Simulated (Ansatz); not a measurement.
Basis-set extrapolation for `F[SiH2]P` (PBE0-D4/def2-TZVP geometry, frozen core, Ansatz). Multiplicity 1, RHF reference.

```
                      def2-TZVPP   def2-QZVPP
                 HF  -731.571222  -731.595364
    MP2 correlation    -0.532680    -0.579320
CCSD(T) correlation    -0.590627      not run
```

Energies in hartree. Use E(X) = E(∞) + A·exp(−7.88·√X) for Hartree–Fock and E(X) = E(∞) + B·X^(−2.97) for correlation, with X = 3 and 4, and add CCSD(T) minus MP2 of the smaller set to the MP2 limit.

Question: What is the CCSD(T) energy at the basis-set limit?

Answer: HF limit: -731.595364 + (-0.024142) × 0.13774 = -731.59869. MP2 limit: -0.579320 + (-0.046640) × 0.74074 = -0.61387. Higher-order term: -0.590627 − (-0.532680) = -0.05795. Total: -732.27051 hartree, 285.3 kJ/mol below CCSD(T)/def2-TZVPP.
